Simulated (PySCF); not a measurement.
Species: H3O3P.
Structure used (PBE0-D3(BJ)/def2-SVP), in Å, numbered top down from 1:
```xyz
7
H3O3P angstrom
O      0.523   -0.668   -1.500
P     -0.121   -0.356   -0.213
O     -1.029    0.976   -0.212
O      0.886   -0.100    1.036
H     -0.976   -1.341    0.323
H     -0.982    1.453    0.625
H      1.798   -0.056    0.718
```

Lines to be assigned: O 1s: 537.38 (area 1), 540.02 (area 2) eV; P 1s: 2154.37 eV; P 2p3/2: 140.11 eV.

Method used: delta-SCF UKS SCAN, pcX-2 on the ionised atom, pcseg-1 elsewhere, spin-free X2C (PySCF). Isolated species at its PBE0-D3(BJ)/def2-SVP geometry (one conformer only).

Order the oxygen atoms by O 1s binding energy.

537.38 eV: O1 (phosphoryl oxygen); 540.02 eV: O3/O4 (hydroxyl oxygen). The listed O 1s values span 2.64 eV, from O1 (bonded to P (double bond)) to O3/O4 (bonded to H and P).

Bonded neighbours of each site: O1: P (double bond); P2: O (double bond), 2 O and H; O3/O4: H and P.

Which effective nuclear charge Zeff reproduces each element's mean 1s value in the hydrogen-like formula E = 13.606 eV × Zeff²?

O (Z = 8): mean 539.1 eV, Zeff = 6.29, Z − Zeff = 1.71; P (Z = 15): mean 2154.4 eV, Zeff = 12.58, Z − Zeff = 2.42. Means run over the listed sites, weighted by atom count.

One atom of each set of topologically equivalent atoms was ionised and stands for the set; in this conformer not all members are related by symmetry, and their own values weren't computed. For 2p shells one spin-free hole was relaxed; a mean-field spin–orbit operator and the ground-state splitting of the three 2p orbitals were then diagonalised within the shell. The shell's mean is (2 × 2p3/2 + 2p1/2)/3, and the degeneracies 2j + 1 give areas of 2:1. 2p1/2 minus 2p3/2 (ligand field included): P 0.89 eV.

Hardware: an Arm Neoverse V1 with one thread, no GPU, shared host. Cost: 12 s, 0.39 GiB resident at most.
